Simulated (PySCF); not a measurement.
# Worked example for `N[SiH3]` (H5NSi): homolysis of bond N1–Si2

Non-hydrogen atoms are numbered in `[NH2:1][SiH3:2]`.

These are calculated values, M06-2X/def2-TZVP in PySCF (grid level 3) at geometries from PBE0-D3(BJ)/def2-SVP. Zero-point and thermal terms (298.15 K, 1 bar) come from unscaled PBE0-D3(BJ)/def2-SVP harmonic frequencies, with soft modes damped to free rotors in the entropy.

Step: `N[SiH3]` → NH2• + SiH3•.

| species | charge | multiplicity | E / Eh |
| --- | --- | --- | --- |
| `N[SiH3]` | 0 | 1 | -347.246224 |
| NH2• | 0 | 2 | -55.868915 |
| SiH3• | 0 | 2 | -291.205561 |

Thermal terms, products less reactant: Δ(H − E) = -19.61 kJ/mol, Δ(G − E) = -64.02 kJ/mol. 1 Eh = 2625.50 kJ/mol.

Question: What are ΔE, ΔH and ΔG of this step?

Answer: ΔE = 0.171748 Eh = 450.92 kJ/mol; ΔH = 431.3 kJ/mol; ΔG = 386.9 kJ/mol, all in the gas phase at 298.15 K and 1 bar. The digits show the arithmetic; the method itself can be off by 10 kJ/mol or more.
